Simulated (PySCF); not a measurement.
**Atomic charges against the basis set**

Isobutyric acid, C₄H₈O₂.
Geometry (PBE0-D3(BJ)/def2-SVP, Å), atoms numbered from 1 in this order:
```
atom  x, y, z in Å
C1    -0.5284    1.4524    0.2488
C2    -0.2588    0.1206   -0.4302
C3    -0.8820   -1.0609    0.3152
C4     1.2265   -0.0911   -0.6209
O5     2.0971    0.6463   -0.2394
O6     1.4923   -1.2257   -1.2866
H7    -1.6103    1.6406    0.3092
H8    -0.1183    1.4579    1.2700
H9    -0.0576    2.2824   -0.2959
H10   -0.6837    0.1322   -1.4507
H11   -0.7074   -2.0071   -0.2149
H12   -1.9677   -0.9154    0.4161
H13   -0.4597   -1.1505    1.3286
H14    2.4578   -1.2816   -1.3542
```

PBE0 throughout (PySCF), one geometry, spherical d and f functions. One conformer (not necessarily the lowest) at the PBE0-D3(BJ)/def2-SVP geometry, without solvent, vibrations or thermal averaging. Atoms taken as equivalent share a column and are averaged. The first 7 of 8 kinds of atom are listed.

Mulliken charges (e):

```json
{"basis": "STO-3G", "functions": "38", "C1/C3": "-0.230", "C2": "-0.075", "C4": "+0.233", "O5": "-0.248", "O6": "-0.260", "H7 (×6)": "+0.082", "H10": "+0.087"}
{"basis": "6-31G", "functions": "70", "C1/C3": "-0.477", "C2": "-0.241", "C4": "+0.510", "O5": "-0.414", "O6": "-0.565", "H7 (×6)": "+0.177", "H10": "+0.205"}
{"basis": "pcSseg-0", "functions": "70", "C1/C3": "-0.566", "C2": "-0.616", "C4": "+0.723", "O5": "-0.485", "O6": "-0.597", "H7 (×6)": "+0.240", "H10": "+0.288"}
{"basis": "6-31G*", "functions": "100", "C1/C3": "-0.522", "C2": "-0.244", "C4": "+0.599", "O5": "-0.446", "O6": "-0.604", "H7 (×6)": "+0.185", "H10": "+0.199"}
{"basis": "def2-SVP", "functions": "124", "C1/C3": "-0.032", "C2": "-0.246", "C4": "+0.203", "O5": "-0.241", "O6": "-0.204", "H7 (×6)": "+0.049", "H10": "+0.069"}
{"basis": "cc-pVDZ", "functions": "124", "C1/C3": "-0.033", "C2": "-0.235", "C4": "+0.231", "O5": "-0.254", "O6": "-0.180", "H7 (×6)": "+0.049", "H10": "+0.056"}
{"basis": "pcSseg-1", "functions": "142", "C1/C3": "-0.222", "C2": "-0.416", "C4": "+0.498", "O5": "-0.405", "O6": "-0.363", "H7 (×6)": "+0.124", "H10": "+0.152"}
{"basis": "6-311+G(2d,p)", "functions": "210", "C1/C3": "-0.562", "C2": "+0.239", "C4": "+0.392", "O5": "-0.486", "O6": "-0.403", "H7 (×6)": "+0.158", "H10": "+0.125"}
{"basis": "aug-cc-pVDZ", "functions": "210", "C1/C3": "+0.719", "C2": "-0.618", "C4": "+0.904", "O5": "-0.572", "O6": "-0.515", "H7 (×6)": "-0.110", "H10": "-0.148"}
{"basis": "def2-TZVP", "functions": "234", "C1/C3": "-0.373", "C2": "-0.032", "C4": "+0.261", "O5": "-0.317", "O6": "-0.371", "H7 (×6)": "+0.129", "H10": "+0.100"}
{"basis": "IGLO-III", "functions": "290", "C1/C3": "-0.383", "C2": "-0.065", "C4": "+0.491", "O5": "-0.463", "O6": "-0.403", "H7 (×6)": "+0.129", "H10": "+0.137"}
{"basis": "cc-pVTZ", "functions": "292", "C1/C3": "-0.286", "C2": "-0.106", "C4": "+0.290", "O5": "-0.303", "O6": "-0.253", "H7 (×6)": "+0.102", "H10": "+0.112"}
{"basis": "pcSseg-2", "functions": "328", "C1/C3": "-0.066", "C2": "-0.027", "C4": "+0.418", "O5": "-0.418", "O6": "-0.340", "H7 (×6)": "+0.040", "H10": "+0.037"}
```

IAO charges (e):

```
        basis  functions   C1/C3      C2      C4      O5      O6  H7 (×6)     H10
       STO-3G         38  -0.388  -0.167  +0.268  -0.258  -0.297   +0.136  +0.143
        6-31G         70  -0.430  -0.143  +0.474  -0.438  -0.466   +0.151  +0.161
     pcSseg-0         70  -0.417  -0.170  +0.475  -0.433  -0.452   +0.148  +0.166
       6-31G*        100  -0.409  -0.145  +0.530  -0.463  -0.481   +0.143  +0.151
     def2-SVP        124  -0.399  -0.145  +0.523  -0.457  -0.477   +0.139  +0.149
      cc-pVDZ        124  -0.409  -0.144  +0.525  -0.457  -0.481   +0.142  +0.150
     pcSseg-1        142  -0.408  -0.147  +0.530  -0.466  -0.485   +0.143  +0.153
6-311+G(2d,p)        210  -0.422  -0.148  +0.540  -0.475  -0.497   +0.148  +0.156
  aug-cc-pVDZ        210  -0.420  -0.146  +0.538  -0.473  -0.497   +0.147  +0.155
    def2-TZVP        234  -0.422  -0.149  +0.544  -0.475  -0.497   +0.148  +0.156
     IGLO-III        290  -0.423  -0.149  +0.541  -0.475  -0.498   +0.148  +0.157
      cc-pVTZ        292  -0.423  -0.149  +0.542  -0.472  -0.496   +0.148  +0.156
     pcSseg-2        328  -0.422  -0.149  +0.543  -0.475  -0.498   +0.148  +0.156
```

Some averages cover members that differ in this geometry, most widely: C1/C3, Mulliken in aug-cc-pVDZ +0.671 to +0.766; H7 (×6), Mulliken in aug-cc-pVDZ -0.142 to -0.059; C1/C3, Mulliken in IGLO-III -0.409 to -0.356; C1/C3, Mulliken in 6-311+G(2d,p) -0.587 to -0.538 e.

Which scheme is steadiest as the basis changes?

Largest range over the bases for any column: IAO 0.28 e, Mulliken 1.28 e. IAO charges move least and Mulliken charges most, counted in e. Without the minimal STO-3G basis the ranges are IAO 0.07, Mulliken 1.28 e.

How much do the charges still move between the two largest bases, cc-pVTZ and pcSseg-2?

At most, over all atoms: Mulliken 0.238 e, IAO 0.003 e.

What do the same runs give for the total energy, the frontier levels and the dipole moment?

| basis | energy (Eh) | HOMO (eV) | LUMO (eV) | μ (D) |
| --- | --- | --- | --- | --- |
| STO-3G | -303.4008 | -4.24 | 3.88 | 0.95 |
| 6-31G | -307.2596 | -7.87 | 0.30 | 1.50 |
| pcSseg-0 | -306.6369 | -8.09 | 0.20 | 1.46 |
| 6-31G* | -307.3564 | -7.66 | 0.64 | 1.56 |
| def2-SVP | -307.1424 | -7.83 | 0.45 | 1.59 |
| cc-pVDZ | -307.3858 | -7.68 | 0.57 | 1.57 |
| pcSseg-1 | -307.3357 | -8.00 | 0.25 | 1.68 |
| 6-311+G(2d,p) | -307.4621 | -8.03 | -0.03 | 1.74 |
| aug-cc-pVDZ | -307.4092 | -7.99 | -0.23 | 1.76 |
| def2-TZVP | -307.4870 | -7.97 | 0.21 | 1.71 |
| IGLO-III | -307.4951 | -8.00 | 0.09 | 1.76 |
| cc-pVTZ | -307.4779 | -7.91 | 0.28 | 1.68 |
| pcSseg-2 | -307.4886 | -8.01 | 0.06 | 1.76 |

The dipole is fixed by the density alone, so its range of 0.81 D shows that the density itself changes with the basis, not only its division among atoms.
